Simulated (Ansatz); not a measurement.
```yaml
crystal:
  periodic: [false, false, false]
  atoms:
    - {symbol: S, position_ang: [-1.486136, -1.022629, -0.856093]}
    - {symbol: Al, position_ang: [-0.254766, 0.478612, 1.092573]}
    - {symbol: S, position_ang: [2.363005, 1.170930, 0.613294]}
    - {symbol: h, position_ang: [-2.945633, -1.100731, -0.028534]}
    - {symbol: H, position_ang: [2.386029, 0.381944, -0.872990]}
basis:
  gaussian: {orbitals: pcseg-2}
magnetization: {spin_polarized: true, initial_magnetization: 1}
hamiltonian: {xc: {name: revPBE}, dispersion: d3bjatm}
output: {forces: true}
```

```sh
$ ansatz run in.yaml --threads 2 --pin off --events-out ev --progress --plain --max-ram 32768MiB --backend cpu
```

**Question.** How does Ansatz answer? (Best estimate.)

**Answer.** The calculation gave: The program refused the input.
```
Error: YAML parse error: error: line 7 column 16: `h` is not an element symbol (H … Og, case-exact)
 --> <input>:7:16
5 |     - {symbol: Al, position_ang: [-0.254766, 0.478612, 1.092573]}
6 |     - {symbol: S, position_ang: [2.363005, 1.170930, 0.613294]}
7 |     - {symbol: h, position_ang: [-2.945633, -1.100731, -0.028534]}
8 |     - {symbol: H, position_ang: [2.386029, 0.381944, -0.872990]}
9 | basis:
```
